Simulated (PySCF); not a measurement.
# Ways to converge the SCF of SiS

The same problem is solved with other solver options, one edit a run.

Computed with PySCF 2.14.0. Level: method and basis as typed in the scripts.

1 further run of the same task is left out (it didn't finish).

### 1 Starting geometry

SiS: 2 atoms, charge 0, spin multiplicity 1.

Bond lengths: Si1–S2 1.984 Å.

### 2 The base run

File input.py:

```python
from pyscf import gto, dft

mol = gto.M(
    atom='Si 0 0 0; S 0 0 1.984',
    basis='crenbl',
    ecp={'Si': 'crenbl', 'S': 'crenbl'},
    charge=0,
    spin=0,
    verbose=3,
)
mf = dft.RKS(mol, xc='tpssh')
mf.kernel()
mf.stability(internal=True, external=True)
mf.dip_moment()
print('orbital energies (hartree):', mf.mo_energy[..., max(0, mol.nelec[1]-3):mol.nelec[0]+3].round(4))
```

Run with:

```
$ OMP_NUM_THREADS=1 python input.py
```

Its log is not repeated here.

It gives: E(SCF) = -14.027619 Eh, μ = 2.17 D, internal stable; real -> complex stable; RHF/RKS -> UHF/UKS stable.

The bond length is a typed value, not an optimised one.

### 3 Initial guess 1e

Variant 1 changes initial guess: minao → 1e.

File input.py:

```python
from pyscf import gto, dft

mol = gto.M(
    atom='Si 0 0 0; S 0 0 1.984',
    basis='crenbl',
    ecp={'Si': 'crenbl', 'S': 'crenbl'},
    charge=0,
    spin=0,
    verbose=3,
)
mf = dft.RKS(mol, xc='tpssh')
mf.init_guess = '1e'
mf.kernel()
mf.stability(internal=True, external=True)
mf.dip_moment()
print('orbital energies (hartree):', mf.mo_energy[..., max(0, mol.nelec[1]-3):mol.nelec[0]+3].round(4))
```

Run with:

```
$ OMP_NUM_THREADS=1 python input.py
```

### 4 Smearing width 0.01 hartree

Variant 2 changes smearing width: none → 0.01 hartree; step after the SCF: stability → none.

Changes to input.py since step 2:

```diff
@@ -1,2 +1,2 @@
-from pyscf import gto, dft
+from pyscf import gto, dft, scf
 
@@ -11,4 +11,4 @@
 mf = dft.RKS(mol, xc='tpssh')
+mf = scf.addons.smearing_(mf, sigma=0.01, method='fermi')
 mf.kernel()
-mf.stability(internal=True, external=True)
 mf.dip_moment()
```

What does the calculation give? Wanted: for each run, E(SCF); from base; SCF dipole; after the SCF.

The runs gave:

```csv
run,E(SCF) (hartree),from base (eV),SCF dipole (D),after the SCF
base,-14.027619,0,2.17,stable
initial guess 1e,-14.027619,0.0000,2.17,stable
smearing width 0.01 hartree,-14.027480,+0.0038,2.17,n/a
```

What this shows: The SCF energy stays the same, to the digits that matter, with initial guess 1e.
